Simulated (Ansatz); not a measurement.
## Ansatz (development build ahead of 0.2.0) run

```yaml
crystal:
  periodic: [false, false, false]
  atoms:
    - { symbol: B, position_ang: [0.0, 0.0, 0.0] }
    - { symbol: "N", position_ang: [0.0, 0.0, 1.3377] }
basis:
  gaussian: { orbitals: def2-SVP }
magnetization:
  spin_polarized: true
hamiltonian:
  xc: hf
correlation:
  method: mp2
  frozen_orbitals: { B: 1, "N": 1 }
scf:
  omitted_lower_state_checks: [starts, atomic_configurations, cluster_reference, orbital_swaps, given_window_search, neighbouring_geometries, increment]
```

The input is written out in the form of the current development build from the run's settings.

The run gave:

| Item | Value |
| --- | --- |
| Converged | yes |
| Reference energy | -78.92192 hartree |
| Correlation energy | -0.15800 hartree |
| Total energy | -79.07992 hartree |
| Spin squared of the determinant | 1.281 |
| Stability test | minimum |

Messages of the program:
```
mean field -2147.57482863 eV, -78.9219192738 hartree, gradient 3.2e-6 eV, S^2 1.280646; 3 other ends of a descent, 0 dependent functions left out
```

Caution: the unrestricted determinant is a mixture of spin states; a plain start can end on a higher determinant; another reference gives a lower total.
